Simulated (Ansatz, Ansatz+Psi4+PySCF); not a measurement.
```xyz
2

O     0.0000    0.0000   -1.0160
S     0.0000    0.0000    0.5080
```

Basis set: cc-pVTZ on O; cc-pV(T+d)Z on S (spherical functions). Correlated methods keep 6 orbitals frozen. Correlation on ROHF uses semicanonical orbitals with singles. Charge 0, multiplicity 3.

Computed with Ansatz (development build ahead of 0.2.0); each method stands on the lowest determinant of its kind that the runs found.

The atomization energy at this shape (free ground-state atoms in the same class of orbitals less the molecule, no zero-point energy) of triplet SO:

```
      method  atomization energy
ROHF-CCSD(T)        488.2 kJ/mol
   ROHF-CCSD        454.3 kJ/mol
    UHF-CCSD        456.3 kJ/mol
     UHF-MP2        527.5 kJ/mol
```

(1) What does ROHF-MP2 give?

Answers

(1) 554.5 kJ/mol.
